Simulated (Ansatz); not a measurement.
# C₂H₃Si radical (SMILES C#C[SiH2]): single points off equilibrium

Aim: energy, forces and dipole at a structure displaced at random from a GFN2-xTB minimum, from CCSD(T) and from density functionals.

Method: single points in def2-TZVPP; program: Ansatz 0.2.0, Gaussian basis.

Cores are frozen in the correlated methods. Orbitals are unrestricted.

## Step 1: Where the work starts

SMILES `C#C[SiH2]`, 6 atoms, charge 0, spin multiplicity 2.

Atoms are counted from 1 here; the program's logs count them from 0.

Bond lengths: C1–C2 1.189 Å, C1–H4 1.041 Å, C2–Si3 1.846 Å, Si3–H5 1.493 Å, Si3–H6 1.289 Å. Angles: C2–C1–H4 168.4°, C1–C2–Si3 177.7°, C2–Si3–H5 112.0°, C2–Si3–H6 117.8°, H5–Si3–H6 114.2°.

As a file:

```xyz
6
charge 0, multiplicity 2
C     1.09530   -1.27320    0.55500
C     0.43310   -0.36290    0.17280
Si   -0.54500    1.09680   -0.39340
H     1.49350   -2.14090    0.96890
H    -1.21510    0.84800   -1.70360
H    -1.28710    1.69580    0.47390
```

## Step 2: CCSD(T)/def2-TZVPP

The input, run/in.yaml:

```yaml
crystal:
  periodic: [false, false, false]
  atoms:
    - {symbol: C, position_ang: [1.095300, -1.273200, 0.555000]}
    - {symbol: C, position_ang: [0.433100, -0.362900, 0.172800]}
    - {symbol: Si, position_ang: [-0.545000, 1.096800, -0.393400]}
    - {symbol: H, position_ang: [1.493500, -2.140900, 0.968900]}
    - {symbol: H, position_ang: [-1.215100, 0.848000, -1.703600]}
    - {symbol: H, position_ang: [-1.287100, 1.695800, 0.473900]}
basis:
  gaussian: {orbitals: def2-TZVPP}
magnetization: {spin_polarized: true, initial_magnetization: 1}
correlation: {method: ccsd_t}
scf: {omitted_lower_state_checks: [cluster_reference]}
output: {forces: true}
```

No record of the launch command was kept for these runs.

## Step 3: PBE0-D4/def2-TZVPP

Changes to run/in.yaml since step 2:

```diff
@@ -12,4 +12,3 @@
 magnetization: {spin_polarized: true, initial_magnetization: 1}
-correlation: {method: ccsd_t}
-scf: {omitted_lower_state_checks: [cluster_reference]}
-output: {forces: true}
+hamiltonian: {xc: pbe0, dispersion: d4}
+output: {forces: true, orbitals: {seedname: orbitals}}
```

## Step 4: wB97M-V/def2-TZVPP

Changes to run/in.yaml since step 3:

```diff
@@ -12,3 +12,3 @@
 magnetization: {spin_polarized: true, initial_magnetization: 1}
-hamiltonian: {xc: pbe0, dispersion: d4}
-output: {forces: true, orbitals: {seedname: orbitals}}
+hamiltonian: {xc: {name: wB97M-V}}
+output: {forces: true}
```

## Step 5: r2SCAN-D4/def2-TZVPP

Changes to run/in.yaml since step 4:

```diff
@@ -12,3 +12,3 @@
 magnetization: {spin_polarized: true, initial_magnetization: 1}
-hamiltonian: {xc: {name: wB97M-V}}
+hamiltonian: {xc: r2scan, dispersion: d4}
 output: {forces: true}
```

## Step 6: PBE-D4/def2-TZVPP

Changes to run/in.yaml since step 5:

```diff
@@ -12,3 +12,3 @@
 magnetization: {spin_polarized: true, initial_magnetization: 1}
-hamiltonian: {xc: r2scan, dispersion: d4}
+hamiltonian: {xc: pbe, dispersion: d4}
 output: {forces: true}
```

## Step 7: wB97X-V/def2-TZVPP

Changes to run/in.yaml since step 6:

```diff
@@ -12,3 +12,3 @@
 magnetization: {spin_polarized: true, initial_magnetization: 1}
-hamiltonian: {xc: pbe, dispersion: d4}
+hamiltonian: {xc: {name: wB97X-V}}
 output: {forces: true}
```

## Step 8: SPW92/def2-TZVPP

Changes to run/in.yaml since step 7:

```diff
@@ -12,3 +12,3 @@
 magnetization: {spin_polarized: true, initial_magnetization: 1}
-hamiltonian: {xc: {name: wB97X-V}}
+hamiltonian: {xc: lda}
 output: {forces: true}
```

(Steps that only read results are left out.)

What does the calculation give? Wanted: energy less free atoms, CCSD(T)/def2-TZVPP; RMS force component; RMS force error; HOMO and LUMO, PBE0-D4; T1 diagnostic.

**Answer**, as computed:

| quantity | value |
| --- | --- |
| energy less free atoms, CCSD(T)/def2-TZVPP | -2090.3 kJ/mol |
| RMS force component | 1.998 to 2.261 eV/Å over the methods |
| RMS force error | PBE0-D4 0.320, wB97M-V 0.414, r2SCAN-D4 0.208, PBE-D4 0.168, wB97X-V 0.416, SPW92 0.312 eV/Å |
| HOMO and LUMO, PBE0-D4 | -5.98 and -2.47 eV |
| T1 diagnostic | 0.025 |

**Reading.** Against CCSD(T) the functionals' energies less atoms differ by -359.9 to -58.4 kJ/mol, PBE-D4 by -113.6 kJ/mol. The reference is not at the basis limit: in triple zeta CCSD(T) underbinds, which counts against methods that bind more; the gaps are no ranking. The forces of PBE-D4 come nearest to CCSD(T), those of wB97X-V are farthest. Frozen-core CCSD(T) forces in triple zeta carry basis errors of their own, and this is one geometry, so small gaps rank nothing.
